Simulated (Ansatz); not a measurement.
A made-up structure of BSiH₆S (charge +1), singlet:

B1  (-0.541, 0.750, -1.522)
S2  (0.121, 1.076, 0.170)
Si3  (0.130, -0.936, 1.236)
H4  (0.074, 1.183, -2.435)
H5  (-0.214, 2.207, 0.847)
H6  (1.426, 1.325, -0.063)
H7  (0.784, -1.867, 0.301)
H8  (-1.322, -1.110, 1.409)
H9  (0.901, -0.592, 2.444)
(Å)

It is relaxed with PBE-D4/def2-SVP and then PBE0-D4/def2-TZVP (Ansatz 0.2.0). Atoms count as bonded within 1.22 times the sum of their covalent radii (H–H: 0.88 Å). The end point is not checked to be a true minimum.

Does its bonding change? (A judgement: the text doesn't fix the answer.)

By the calculation: Yes. Formed: B1–Si3, B1–H7, B1–H8; broken: B1–S2, Si3–H7.

Where it ends: The first stage lowers the energy by 5.11 eV in 42 steps. It ends as BSiH₆S ([SH2][SiH]1[H][BH2]1), total charge +1:
```tsv
atom	x (Å)	y (Å)	z (Å)
B1	-0.5544	-0.6066	-0.8503
S2	1.2983	1.7578	1.0030
Si3	0.8846	-0.4221	0.3640
H4	-0.9171	0.3669	-1.4264
H5	0.4096	2.3363	0.1652
H6	0.5023	1.8470	2.0917
H7	-0.8442	-1.7394	-1.0659
H8	-0.7712	-0.3930	0.5153
H9	1.3502	-1.1096	1.5889
```

Labels in which every atom is bracketed show which atoms are joined, not bond orders.

For scale, one of the runs: PBE0-D4/def2-TZVP relaxation, 141 basis functions, launched by `ansatz run in.yaml --threads 2 --pin off --events-out ev --progress --plain --max-ram 4352MiB`. Hardware: 2 CPU threads of an Arm Neoverse V1, shared host. Wall time about 33 s.
